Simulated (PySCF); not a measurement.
**doublet NO2F+ at 6 levels**

Wanted: a comparison of 6 runs (U-revPBE/cc-pVTZ, UB3LYP/cc-pVTZ, UBHLYP/cc-pVTZ, UM06-L/cc-pVTZ, USVWN5/cc-pVTZ, UTPSS/cc-pVTZ) of doublet NO2F+. The job is set up through a Python script.

The calculation is run with PySCF 2.14.0.

2 further runs of the same task are left out: 2 set aside as unsound or not needed.

## Step 1: The structure to begin with

NO2F+: 4 atoms, total charge +1, spin state doublet. SMILES of the parent species: `O=[N+]([O-])F`. The coordinates come from a PBE0-D4/def2-TZVP relaxation. That shape belongs to the parent species and isn't relaxed for this state.

Bond lengths: O1–N2 1.170 Å, N2–O3 1.170 Å, N2–F4 1.442 Å. Angles: O1–N2–O3 135.6°, O1–N2–F4 112.2°, O3–N2–F4 112.2°.

## Step 2: A single-point energy at U-revPBE/cc-pVTZ (run 1)

Contents of calc.py:

```python
from pyscf import gto, dft

molecule = gto.M(
    atom='''
O      0.355817     0.888039     2.116966
N      0.150649    -0.135682     0.168450
O      0.900606    -2.019513    -0.712200
F     -1.407071     1.267156    -1.573216
''',
    spin=1,
    max_memory=1860,
    charge=1,
    unit='bohr',
    verbose=3,
    basis='cc-pvtz',
)

myscf = dft.UKS(molecule, xc='revpbe')
myscf.conv_tol = 1e-10
myscf.grids.level = 5
myscf.kernel()
if not myscf.converged:
    myscf = myscf.newton().run(myscf.mo_coeff, myscf.mo_occ)

energy = myscf.e_tot
print(f'total energy: {energy:.8f} hartree')
```

Run with:

```bash
OMP_NUM_THREADS=1 python calc.py
```

The program printed:

```text
WARN: HOMO -0.354075216916753 >= LUMO -0.354075216916746

converged SCF energy = -304.478194869476  <S^2> = 0.75513507  2S+1 = 2.0051285
total energy: -304.47819487 hartree
```

It took 34 s on 1 thread of Arm Neoverse V2, shared host; peak memory 0.66 GiB.

## Step 3: The energy at UB3LYP/cc-pVTZ (run 2)

Contents of calc.py:

```python
from pyscf import gto, dft

mol = gto.Mole()
mol.atom = '''
O      0.355817     0.888039     2.116966
N      0.150649    -0.135682     0.168450
O      0.900606    -2.019513    -0.712200
F     -1.407071     1.267156    -1.573216
'''
mol.verbose = 4
mol.max_memory = 1860
mol.basis = 'cc-pvtz'
mol.charge = 1
mol.unit = 'bohr'
mol.spin = 1
mol.build()

mf = dft.UKS(mol, xc='b3lyp')
mf.grids.level = 5
mf.conv_tol = 1e-10
mf.kernel()
if not mf.converged:
    mf = mf.newton().run(mf.mo_coeff, mf.mo_occ)

e_final = mf.e_tot
print(f'total energy: {e_final:.8f} hartree')
```

Run with:

```bash
OMP_NUM_THREADS=1 python calc.py
```

The program printed:

```text
PySCF version 2.14.0

[INPUT] num. atoms = 4
[INPUT] num. electrons = 31
[INPUT] charge = 1
[INPUT] spin (= nelec alpha-beta = 2S) = 1
[INPUT] symmetry False subgroup None
[INPUT] Mole.unit = bohr
[INPUT] Symbol           X                Y                Z      unit          X                Y                Z       unit  Magmom
[INPUT]  1 O      0.188290247658   0.469930001208   1.120250163492 AA    0.355817000000   0.888039000000   2.116966000000 Bohr   0.0
[INPUT]  2 N      0.079720017648  -0.071799822332   0.089139901179 AA    0.150649000000  -0.135682000000   0.168450000000 Bohr   0.0
[INPUT]  3 O      0.476580171218  -1.068680256757  -0.376880009617 AA    0.900606000000  -2.019513000000  -0.712200000000 Bohr   0.0
[INPUT]  4 F     -0.744589907346   0.670550077881  -0.832510055055 AA   -1.407071000000   1.267156000000  -1.573216000000 Bohr   0.0

nuclear repulsion = 124.476489321631
number of shells = 36
number of NR pGTOs = 168
number of NR cGTOs = 120
basis = cc-pvtz
ecp = {}

[... 34 lines left out ...]
WARN: HOMO -0.381625447054677 >= LUMO -0.381625447054672
[... 58 lines left out ...]
converged SCF energy = -304.517144520696  <S^2> = 0.7653491  2S+1 = 2.0152906
total energy: -304.51714452 hartree
```

Wall time 41 s (1 thread of Arm Neoverse V2, shared host); peak memory 0.66 GiB.

Runs 3 to 5 aren't shown in full; the table further down has their settings and results.

## Step 4: The energy at UTPSS/cc-pVTZ (run 6)

Contents of input.py:

```python
from pyscf import gto, dft

mol = gto.M(
    atom='''
O    0.188290   0.469930   1.120250
N    0.079720  -0.071800   0.089140
O    0.476580  -1.068680  -0.376880
F   -0.744590   0.670550  -0.832510
''',
    verbose=4,
    spin=1,
    charge=1,
    max_memory=1860,
    basis='cc-pvtz',
)

myscf = dft.UKS(mol)
myscf.xc = 'tpss'
myscf.conv_tol = 1e-10
myscf.grids.level = 5
myscf.kernel()
if not myscf.converged:
    myscf = myscf.newton().run(myscf.mo_coeff, myscf.mo_occ)

e_final = myscf.e_tot
print('E = %.10f Eh' % e_final)
```

Run with:

```bash
OMP_NUM_THREADS=1 python input.py
```

The program printed:

```text
PySCF version 2.14.0

[INPUT] num. atoms = 4
[INPUT] num. electrons = 31
[INPUT] charge = 1
[INPUT] spin (= nelec alpha-beta = 2S) = 1
[INPUT] symmetry False subgroup None
[INPUT] Mole.unit = angstrom
[INPUT] Symbol           X                Y                Z      unit          X                Y                Z       unit  Magmom
[INPUT]  1 O      0.188290000000   0.469930000000   1.120250000000 AA    0.355816531994   0.888038997717   2.116965691044 Bohr   0.0
[INPUT]  2 N      0.079720000000  -0.071800000000   0.089140000000 AA    0.150648966650  -0.135682335744   0.168450186744 Bohr   0.0
[INPUT]  3 O      0.476580000000  -1.068680000000  -0.376880000000 AA    0.900605676445  -2.019512514800  -0.712199981826 Bohr   0.0
[INPUT]  4 F     -0.744590000000   0.670550000000  -0.832510000000 AA   -1.407071175090   1.267155852827  -1.573215895962 Bohr   0.0

nuclear repulsion = 124.47650632134
number of shells = 36
number of NR pGTOs = 168
number of NR cGTOs = 120
basis = cc-pvtz
ecp = {}

[... 35 lines left out ...]
WARN: HOMO -0.362128914359268 >= LUMO -0.362128914359266
[... 58 lines left out ...]
converged SCF energy = -304.5862520324  <S^2> = 0.75727604  2S+1 = 2.0072628
E = -304.5862520324 Eh
```

It took 93 s on 1 thread of Arm Neoverse V2, shared host; peak memory 0.72 GiB.

## Step 5: Overview of the runs

| run | level | energy (Eh) | HOMO energy (eV) | LUMO energy (eV) | ⟨S²⟩ | wall time |
| --- | --- | --- | --- | --- | --- | --- |
| 1 | U-revPBE/cc-pVTZ | -304.478195 | -18.54 | -17.13 | 0.755 | 34 s |
| 2 | UB3LYP/cc-pVTZ | -304.517145 | -19.63 | -16.72 | 0.765 | 41 s |
| 3 | UBHLYP/cc-pVTZ | -304.339649 | -20.65 | -15.18 | 0.799 | 47 s |
| 4 | UM06-L/cc-pVTZ | -304.491175 | -18.61 | -17.16 | 0.759 | 87 s |
| 5 | USVWN5/cc-pVTZ | -302.456503 | -18.78 | -17.67 | 0.753 | 24 s |
| 6 | UTPSS/cc-pVTZ | -304.586252 | -18.60 | -17.16 | 0.757 | 93 s |

## Step 6: Summary of results

```
                                 quantity          value
                      run 6: total energy  -304.58625 Eh
run 6: HOMO energy (highest over α and β)      -18.60 eV
 run 6: LUMO energy (lowest over α and β)      -17.16 eV
                              run 6: ⟨S²⟩          0.757
```

What this shows: Totals of different functionals can't be ranked against each other. All runs together took 5.4 min, the longest 93 s.
